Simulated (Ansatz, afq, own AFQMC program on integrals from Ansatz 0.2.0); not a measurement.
## AlN⁺, quartet in aug-cc-pVDZ, levels against CCSDT(Q)

```yaml
atoms:
  - { symbol: Al, position_ang: [0.0000, 0.0000, 0.0000] }
  - { symbol: N, position_ang: [0.0000, 0.0000, 1.7893] }
```

Basis aug-cc-pVDZ. Noble-gas cores (and the filled d shells of Ga–Kr and In–Xe) are frozen. AFQMC by an in-house program on the Cholesky factors that Ansatz 0.2.0 writes for its CCSD(T) run. The CISD trial takes its coefficients from CCSD amplitudes. Released means that phaseless walkers are propagated on without the constraint, phases kept. Error bars are statistical, one sigma.

Determinant: ROHF, the one that the program's search chose, which needn't be the lowest solution. The geometry is a PBE0/def2-TZVP stationary point of this or a neighbouring charge and spin state.

No full CI on the walks' own integrals is used here; CCSDT(Q) serves as the reference and is uncertain by about the last step of the cluster series.

Cautions: higher spins were not checked; a spin-contaminated unrestricted determinant lies lower (UHF 325 meV lower, ⟨S²⟩ 3.80); strong correlation (T1 0.055, weight of the determinant 0.88, largest double 0.06).

The T1 diagnostic is 0.0552 and the weight of the determinant in the CISD state is 0.883. The size of the correlated space is 7 electrons in 44 orbitals.

```
  level  correlation energy (eV)
    MP2                  -3.5953
   CCSD                  -4.2864
CCSD(T)                  -4.4402
```

(1) Estimate where phaseless AFQMC with a CISD trial lies against CCSD(T) on the same integrals.

(1) 2.6 ± 1.1 kJ/mol below CCSD(T).

Reference: CCSDT(Q), correlation energy -4.472 eV. The released energy is read at 2.40 1/Eh (meV from the phaseless value at times in 1/Eh: 7 ± 10 at 0.24, 7 ± 10 at 0.51, 5 ± 7 at 0.99, 0 ± 9 at 1.62, -4 ± 11 at 2.40).

```
         level  E − E(reference) (kJ/mol)  share of correlation (%)
       CCSD(T)                        3.1                     99.28
         CCSDT                        0.8                     99.81
   ph-AFQMC/HF                  8.0 ± 4.1                     98.16
 ph-AFQMC/CISD                  0.5 ± 1.1                     99.89
released AFQMC                  0.0 ± 1.1                     99.99
```

A walk keeps the symmetry of its determinant, which the program's search chose and which needn't be the lowest solution, so a lower state of the same spin and another symmetry isn't excluded. Released energies are given only where the last usable release times agree within the noise; a slower fall can still hide under it.
